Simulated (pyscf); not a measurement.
Single points on ωB97X-D3(BJ)/def2-SVP structures (PySCF, gas phase). MP2 and CC: frozen core, UHF for open shells. ΔMP2 is the change of the MP2 total energy from the triple- to the quadruple-zeta basis.

HO–SiH₂–AsH₂ (SMILES O[SiH2][AsH2]) → :HSi–AsH₂ (SMILES [SiH][AsH2]) [singlet] + H₂O (SMILES O)
Surface: singlet. Broken: O–Si, H–Si. Formed: H–O. Give ΔE‡ and ΔE from CCSD(T)/def2-TZVPP + ΔMP2(QZVPP), relative to the reactant's lowest minimum found.

ΔE‡ = 78.7 kcal/mol, ΔE = +67.3 kcal/mol. Zero-point energy shifts the barrier by -2.2 kcal/mol. It is a 1,1-elimination, with an imaginary mode of 1596i cm⁻¹. On the product side the descent ends in an adduct with a O–Si contact, 17.1 kcal/mol under the separated species and 25.7 kcal/mol under the saddle at ωB97X-D3(BJ)/def2-TZVP. What is counted as broken (O–Si) persists as a longer contact in the product adduct; parting that adduct is a step of its own. At ωB97X-D3(BJ) the barrier from the zero used here is 80.8 kcal/mol. The same reactants have a lower exit, to HO–SiH₂• + AsH₂• (no saddle counted: cutting one bond costs +68.8 kcal/mol at ωB97M-D3(BJ), against +78.0 kcal/mol here). :HSi–AsH₂ [singlet] lies 16.8 kcal/mol over its isomer H₂Si=AsH, and others may lie lower still (electronic energy, ωB97M-D3(BJ)). This is the saddle that the search found; another between the same sides may lie lower. The CCSD(T) − MP2 part came from Ansatz, without density fitting, on the same reference. The frozen core leaves the outer d or s,p core shells of the metals and heavy elements correlated in the MP2 and CC values, and def2-TZVPP describes them poorly, which can shift differences by a few kcal/mol. Elements up to Kr have no core potential and no relativistic terms here.
